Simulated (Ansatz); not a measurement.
HSP⁺, doublet in cc-pVDZ: errors against UCCSDT(Q)

Geometry: that of the HSP, singlet, kept fixed.

```xyz
3

P     0.0000    0.0376    1.0171
S     0.0000   -0.0745   -0.9381
H     0.0000    1.2136   -1.4118
```

Basis cc-pVDZ; Ansatz 0.2.0. Only valence electrons are correlated (noble-gas cores frozen), which leaves 11 electrons in 31 orbitals. Prefix R: restricted or restricted open-shell reference; prefix U: unrestricted. Active spaces: valence = (11e, 9o) chosen from the atoms' valence shells.

Full CI isn't at hand for all of this; UCCSDT(Q) serves as the reference, and is uncertain by about the last step of the cluster series. The frozen core follows each run's orbitals, which can shift R against U totals by a few meV.

Unrestricted rows (U) aren't spin-pure: their determinants' ⟨S²⟩ exceeds S(S+1) by up to 0.19, so they mix in states of higher spin. For open shells CISD is restricted-active-space CI with the open shells as a complete middle space.

The UHF ⟨S²⟩ is 0.935. The T1 diagnostic (RCCSD) is 0.0312, the largest doubles amplitude (RCCSD) is 0.118 and the T1 diagnostic (UCCSD) is 0.0422.

Task: From what is known of these methods and the diagnostics, rank them by the size of their error in total energy against UCCSDT(Q) in cc-pVDZ, smallest first (an estimate: the text doesn't fix the numbers).
A. UCCSDT
B. CISD
C. UCCSD(T)
D. NEVPT2 (valence space)
E. UMP2

Result: A (0.60 kcal/mol), C (1.72 kcal/mol), B (22.06 kcal/mol), D (25.78 kcal/mol), E (31.45 kcal/mol).

All errors are against UCCSDT(Q) in cc-pVDZ. Within each family the higher level lies nearer, as is usual though not guaranteed.

Natural occupations of CASSCF (valence space) about the gap: 1.987 1.972 1.968 1.919 1.004 0.089 0.036 0.031; effectively unpaired electrons, Σ n²(2−n)², 1.07.
